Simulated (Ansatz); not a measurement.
Task: a ranking of conformers of C4H7NS, SMILES C=NC(=C)SC, with the Python package of Ansatz (0.2.0). Give the script and its output. Level of theory (for the species named): MP2, def2-SVP basis, multiplicity 1.

`c4h7ns.py`
```python
# -*- coding: utf-8 -*-
"""Conformer energies of C4H7NS."""

import ansatz as az
from rdkit import Chem
from rdkit.Chem import AllChem

rd = Chem.AddHs(Chem.MolFromSmiles("C=NC(=C)SC"))
ids = list(AllChem.EmbedMultipleConfs(rd, numConfs=20, randomSeed=701, pruneRmsThresh=0.4))
field = [energy for _, energy in AllChem.MMFFOptimizeMoleculeConfs(rd)]
distinct = {round(e, 2): i for i, e in zip(ids, field)}
chosen = sorted(distinct.items())[:5]
found = []
for force_field, index in chosen:
    system = az.Crystal.molecule()
    for atom, xyz in zip(rd.GetAtoms(), rd.GetConformer(index).GetPositions()):
        system = system.atom(atom.GetSymbol(), xyz.round(5).tolist())
    job = (
        system.calculation()
        .basis(gaussian="def2-SVP")
        .correlation("MP2")
    )
    found.append(job.run(threads=1, pin="off").report["free_energy_ev"])
print("conformer   MMFF (kcal/mol)   this level (eV)")
for (force_field, index), e in zip(chosen, found):
    print(f"{index:9d} {force_field - chosen[0][0]:17.2f} {(e - min(found)):17.3f}")
```

```console
$ python c4h7ns.py
conformer   MMFF (kcal/mol)   this level (eV)
        5              0.00             0.000
        0              3.31             0.068
```

The conformers keep their force-field geometries. Run time: 6.1 s on 1 thread of Intel(R) Xeon(R) 6975P-C (Granite Rapids), with other jobs on the host, peak memory 0.39 GiB.

(A comment or docstring line of the script was reworded after the run, the code is as it ran; lines on the test bed's own set-up are left out of the output.)
